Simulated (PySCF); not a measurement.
OF⁺: one state, many levels of theory

State: ³Σ⁻ (triplet), unpaired electrons π ↑↑. Set-up: PySCF, no relativity, basis sets O cc-pVDZ, F cc-pVDZ. De refers to O⁺ + F in their high-spin ground configurations, without counterpoise correction. The functionals are run spin-unrestricted. A positive dipole points towards F; it is taken about the centre of mass and depends on that origin. Levels whose curve was spin-contaminated or gave no clean fit are not listed.

```tsv
Level	Re (Å)	ωe (cm⁻¹)	De (eV)	μ (D)
UHF-CCSD	1.238	1255	2.03	n/a
UHF-CCSD(T)	1.245	1238	2.27	n/a
PBE	1.247	1310	4.62	-0.70
r²SCAN	1.234	1355	3.54	-0.83
M06-L	1.233	1350	3.41	-0.81
PBE0	1.214	1449	3.39	-0.83
HSE06	1.215	1440	3.37	-0.84
BHandHLYP	1.202	1495	2.26	-1.00
B2PLYP	1.232	1398	3.10	-1.17
```

The bond length runs from 1.202 Å (BHandHLYP) to 1.247 Å (PBE). De spans 2.03 eV (UHF-CCSD, coupled cluster) to 4.62 eV (PBE, GGA).

Correlated steps freeze 2 core orbitals. Correlated levels converge slowly with the basis: in double zeta they bind strong bonds too weakly, by up to about 1 eV, and carry superposition errors of some tenths. For an ion De counts to the pair picked by the measured ionisation energies or electron affinities, which need not be the lowest pair at this level. B2PLYP dipoles, levels and charges come from its SCF part alone. The CCSD T1 diagnostic is raised, a sign that a single reference may not be enough here. The state is the lowest determinant that a PBE0 search found; another state may lie lower at other levels.
